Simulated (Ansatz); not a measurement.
A made-up structure of CH5S (charge +1), closed shell:

C1  (-0.489, -0.419, -0.367)
S2  (0.584, 0.193, 0.949)
H3  (0.359, -0.292, 2.200)
H4  (-0.169, -1.442, -0.566)
H5  (-0.415, 0.207, -1.252)
H6  (0.257, 1.506, 0.935)
H7  (1.732, 0.378, 0.258)
(Å)

It is relaxed with PBE-D4/def2-SVP and then PBE0-D4/def2-TZVP (Ansatz 0.2.0). Atoms count as bonded within 1.22 times the sum of their covalent radii (H–H: 0.88 Å). The end point is not checked to be a true minimum.

Does its bonding change? (Judge from chemistry; the calculation decides.)

Computed: No: no bond forms or breaks.

Where it ends: The first stage lowers the energy by 2.06 eV in 8 steps. It ends as CH₅S ([CH2][SH3]), total charge +1:
C1  (-0.418, -0.423, -0.381)
S2  (0.573, 0.252, 0.688)
H3  (0.489, -0.376, 1.888)
H4  (-0.363, -1.505, -0.436)
H5  (-0.602, 0.168, -1.272)
H6  (0.217, 1.539, 0.931)
H7  (1.962, 0.475, 0.738)
(Å)

Labels in which every atom is bracketed show which atoms are joined, not bond orders.

For scale, one of the runs: PBE0-D4/def2-TZVP relaxation, 98 basis functions, launched by `ansatz run in.yaml --threads 2 --pin off --events-out ev --progress --plain --max-ram 4352MiB`. The run took about 14 s on 2 CPU threads of an Arm Neoverse N1 (shared host).
